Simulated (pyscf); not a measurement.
Thermochemistry of product channels of `[OH][BH][OH]` + `[NH3]` on the singlet surface, in kcal/mol, from ωB97M-D3(BJ)/def2-TZVP energies (ideal gas, 1 atm, RRHO with modes under 100 cm⁻¹ raised to 100, one conformer, R ln 2 for chiral ones without a mode under 150 cm⁻¹). Single points on ωB97X-D3(BJ)/def2-SVP structures (PySCF, gas phase).

```csv
products,ΔE,ΔH(298 K),ΔG(298 K),ΔG(600 K)
`[NH2][B]([OH])[OH]` + `[H][H]`,-15.9,-19.5,-17.6,-16.2
`[OH2]` + `[NH2][BH][OH]`,+5.9,+5.4,+5.3,+4.9
```

These are energies of the channels, which say nothing of barriers.
